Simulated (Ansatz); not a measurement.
**SiPH₅ (SMILES [SiH3]P): single points off equilibrium**

One table from this session's results is given with a row withheld; the runs are named, their logs left out.

Method: single points in def2-TZVPP; program: Ansatz 0.2.0, Gaussian basis.

Correlated methods freeze the cores.

## The starting structure

SMILES `[SiH3]P`, 7 atoms, charge 0, spin multiplicity 1.

Atoms are counted from 1 here; the program's logs count them from 0.

Bond lengths: Si1–P2 2.162 Å, Si1–H3 1.475 Å, Si1–H4 1.460 Å, Si1–H5 1.474 Å, P2–H6 1.517 Å, P2–H7 1.317 Å. Angles: P2–Si1–H3 109.6°, P2–Si1–H4 106.9°, P2–Si1–H5 115.4°, H3–Si1–H4 110.6°, H3–Si1–H5 104.7°, H4–Si1–H5 109.6°, Si1–P2–H6 90.3°, Si1–P2–H7 88.7°, H6–P2–H7 90.5°.

As a file:

```xyz
7

Si   -0.58210   -0.35560   -0.38670
P     1.08370   -0.05330    0.95780
H    -1.80780   -0.60520    0.39420
H    -0.25480   -1.51260   -1.21470
H    -0.91580    0.79200   -1.24900
H     0.56970    1.33270    1.29640
H     1.77200    0.43700   -0.05250
```

Set-up of the first run:

File run/in.yaml:

```yaml
crystal:
  periodic: [false, false, false]
  atoms:
    - {symbol: Si, position_ang: [-0.582100, -0.355600, -0.386700]}
    - {symbol: P, position_ang: [1.083700, -0.053300, 0.957800]}
    - {symbol: H, position_ang: [-1.807800, -0.605200, 0.394200]}
    - {symbol: H, position_ang: [-0.254800, -1.512600, -1.214700]}
    - {symbol: H, position_ang: [-0.915800, 0.792000, -1.249000]}
    - {symbol: H, position_ang: [0.569700, 1.332700, 1.296400]}
    - {symbol: H, position_ang: [1.772000, 0.437000, -0.052500]}
basis:
  gaussian: {orbitals: def2-TZVPP}
correlation: {method: ccsd_t}
output: {forces: true}
```

Command:

```
$ ansatz run in.yaml --threads 4 --pin off --events-out ev --progress --plain --max-ram 5222MiB
```

Steps of the session up to this table: CCSD(T)/def2-TZVPP; PBE0-D4/def2-TZVPP; wB97M-V/def2-TZVPP; r2SCAN-D4/def2-TZVPP; PBE-D4/def2-TZVPP; B97M-V/def2-TZVPP; HSE06-D4/def2-TZVPP.

One of the session's tables, all rows but one given; the rest of the session is left out.

| method | RMS force component (eV/Å) | angle to CCSD(T) forces (°) | dipole (D) |
| --- | --- | --- | --- |
| CCSD(T) | 1.060 | reference | 0.55 |
| PBE0-D4 | ? | ? | ? |
| wB97M-V | 1.040 | 2.7 | 0.51 |
| r2SCAN-D4 | 1.052 | 4.0 | 0.59 |
| PBE-D4 | 1.087 | 9.4 | 0.56 |
| B97M-V | 1.031 | 4.7 | 0.56 |
| HSE06-D4 | 1.061 | 4.5 | 0.58 |

**Question.** Estimate the row for PBE0-D4.

**Answer.** RMS force component (eV/Å): 1.060; angle to CCSD(T) forces (°): 4.5; dipole (D): 0.59.

Limits of these values: CCSD(T) in triple zeta still lacks some correlation energy of the bonds, so part of these gaps is its own basis error and they don't rank the functionals.
